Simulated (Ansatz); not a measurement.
Energy needed to pull apart SiH2S (SMILES [SiH]S), singlet, into free ground-state atoms, from the structure below (displaced at random from its PBE0-D4/def2-TZVP minimum); no zero-point or spin–orbit terms; open-shell atoms are treated unrestricted, in their ground-state multiplicity.

```xyz
4
angstrom
Si -0.2482 -1.0725 0.1660
S 0.1966 0.9772 -0.1836
H 1.0424 -1.1884 0.9658
H -0.8673 1.2701 -0.9552
```

Ansatz 0.2.0; basis: def2-TZVPP; cores frozen in the correlated methods.

| method | atomization energy (kJ/mol) |
| --- | --- |
| PBE-D4 | 1073 |
| r2SCAN-D4 | 1062 |
| PBE0-D4 | 1052 |
| wB97M-V | 1080 |
| HF | 731 |
| MP2 | ? |
| CCSD | ? |
| CCSD(T) | 1027 |

Question: What does CCSD give? (To be estimated.)

Answer: The calculation gives: 1007 kJ/mol, which is about 20 kJ/mol less than CCSD(T)/def2-TZVPP.

Question: What does MP2 give? (Judge from chemistry; the value comes from the calculation.)

Answer: By the calculation: 1022 kJ/mol, which is about 6 kJ/mol less than CCSD(T)/def2-TZVPP.

In triple zeta the MP2 and coupled-cluster atomization energies are still short of their basis limit by a few kcal/mol a bond, whereas those of the functionals are nearly converged, so these differences are not deviations from converged CCSD(T).

The T1 diagnostic stays at or below 0.017. The restricted Hartree–Fock reference is unstable towards an unrestricted one here.

For scale, one of the runs: CCSD(T)/def2-TZVPP forces, 112 basis functions (an equivalent command: `ansatz run in.yaml --threads 2`). Hardware: 2 CPU threads, shared host. Wall time about 19 s.
